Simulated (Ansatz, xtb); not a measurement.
**How methods differ on [AlH4]− (SMILES [AlH4-])**

[AlH4]−: 5 atoms, total charge -1, spin state singlet. SMILES: `[AlH4-]`. Geometry: a GFN2-xTB relaxation, a rough one for these elements and not checked as a minimum.

Quantity: the vertical detachment energy (to the doublet neutral), in eV. The values are calculated.

```tsv
level	kind	program	value (eV)
GFN2-xTB	semi-empirical	xtb	8.34
GFN1-xTB	semi-empirical	xtb	8.91
HF/3-21G	Hartree–Fock	Ansatz	3.97
HF/6-31G	Hartree–Fock	Ansatz	4.03
SVWN5/3-21G	LDA	Ansatz	4.07
SVWN5/6-31G	LDA	Ansatz	4.13
BLYP/3-21G	GGA	Ansatz	3.91
BLYP/6-31G	GGA	Ansatz	3.98
PBE/3-21G	GGA	Ansatz	4.03
PBE/6-31G	GGA	Ansatz	4.09
```

Sets without diffuse functions describe the anion poorly. The values span 3.91 to 8.91 eV. The xTB values lack the empirical shift that such differences need. All rows use very small basis sets, so none should be taken for the real molecule's value.
